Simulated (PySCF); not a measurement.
How well do the runs reproduce experiment for nitrosyl fluoride?

**Experimental background.**

From NIST CCCBDB Release 22 (SRD 101), experimental dipoles, for the gas: dipole moment (microwave Stark effect, vibrational ground state) 1.81 D.

How close the calculation comes is told at the end.

Compound: nitrosyl fluoride, FNO.
SMILES with atom numbers: `[O:1]=[N:2][F:3]`

Geometry (GFN2-xTB, Å), atoms numbered from 1 in this order:
```
atom  x, y, z in Å
O1    -1.0044   -0.2847   -0.0030
N2    -0.1579    0.4771   -0.0115
F3     1.1738   -0.1949    0.0019
```

Runs made with PySCF (gas phase, on this GFN2-xTB geometry; no spin–orbit coupling):

| level | job | basis functions | wall time |
| --- | --- | --- | --- |
| wB97X-D/def2-SVPD | 8 singlets by full TDDFT, 3 Tamm–Dancoff triplets, polarisability | 66 | 3.4 s |

Hardware: one thread of an Arm Neoverse N1, no GPU, on a shared host.

## Comparison

**Dipole moment.** Measured: 1.81 D (NIST CCCBDB Release 22 (SRD 101), experimental dipoles).

```csv
level,computed (D),computed − measured (D),% (from the printed values)
wB97X-D/def2-SVPD,1.44,-0.37,-20
```

The computed dipoles belong to one fixed geometry; measured ones are averaged over vibrations unless marked μe. Magnitudes are compared, not signs.

The geometry is computed, not the measured one. Where a level misses, the cause wasn't examined.
